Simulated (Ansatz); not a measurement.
# C₂H₃NO (SMILES C=NC=O): single points off equilibrium

An exercise on one series of results from a longer session: the logs are not shown, and one member is left open.

Computed with Ansatz 0.2.0, Gaussian basis. Level: single points in def2-TZVPP.

Correlated methods freeze the cores.

**The system as given**

SMILES `C=NC=O`, 7 atoms, charge 0, spin multiplicity 1.

Atoms are counted from 1 here; the program's logs count them from 0.

Bond lengths: C1–N2 1.260 Å, C1–H5 1.067 Å, C1–H6 1.099 Å, N2–C3 1.354 Å, C3–O4 1.216 Å, C3–H7 1.063 Å. Angles: N2–C1–H5 120.8°, N2–C1–H6 127.1°, H5–C1–H6 111.5°, C1–N2–C3 142.6°, N2–C3–O4 123.5°, N2–C3–H7 111.7°, O4–C3–H7 124.0°.

Geometry (Å):

| atom | x (Å) | y (Å) | z (Å) |
| --- | --- | --- | --- |
| C1 | -0.78900 | 0.96380 | -0.03070 |
| N2 | -0.13430 | 0.00260 | 0.45530 |
| C3 | 0.73570 | -0.98120 | 0.12560 |
| O4 | 0.40240 | -2.13360 | -0.07420 |
| H5 | -0.72250 | 1.20060 | -1.06880 |
| H6 | -1.34760 | 1.73200 | 0.52230 |
| H7 | 1.74470 | -0.66290 | 0.22710 |

The first run:

Contents of run/in.yaml:

```yaml
crystal:
  periodic: [false, false, false]
  atoms:
    - {symbol: C, position_ang: [-0.789000, 0.963800, -0.030700]}
    - {symbol: N, position_ang: [-0.134300, 0.002600, 0.455300]}
    - {symbol: C, position_ang: [0.735700, -0.981200, 0.125600]}
    - {symbol: O, position_ang: [0.402400, -2.133600, -0.074200]}
    - {symbol: H, position_ang: [-0.722500, 1.200600, -1.068800]}
    - {symbol: H, position_ang: [-1.347600, 1.732000, 0.522300]}
    - {symbol: H, position_ang: [1.744700, -0.662900, 0.227100]}
basis:
  gaussian: {orbitals: def2-TZVPP}
correlation: {method: ccsd_t}
output: {forces: true}
```

The command line of these runs was not kept.

Among the steps run: CCSD(T)/def2-TZVPP; PBE0-D4/def2-TZVPP; wB97M-V/def2-TZVPP; r2SCAN-D4/def2-TZVPP; PBE-D4/def2-TZVPP; CAM-B3LYP-D4/def2-TZVPP; B97M-V/def2-TZVPP.

One table of the session follows, with a row left open; its other results are not shown here.

| method | RMS force component (eV/Å) | angle to CCSD(T) forces (°) | dipole (D) |
| --- | --- | --- | --- |
| CCSD(T) | 0.747 | reference | 4.04 |
| PBE0-D4 | 0.862 | 26.6 | 4.21 |
| wB97M-V | 0.849 | 22.3 | 4.22 |
| r2SCAN-D4 | ? | ? | ? |
| PBE-D4 | 0.763 | 22.6 | 4.02 |
| CAM-B3LYP-D4 | 0.879 | 27.7 | 4.31 |
| B97M-V | 0.826 | 26.0 | 4.04 |

**Question.** Estimate the row for r2SCAN-D4.

The run gave: RMS force component (eV/Å): 0.781; angle to CCSD(T) forces (°): 20.0; dipole (D): 4.15. In the column «RMS force component (eV/Å)» it lies between PBE-D4 (0.763) and B97M-V (0.826).
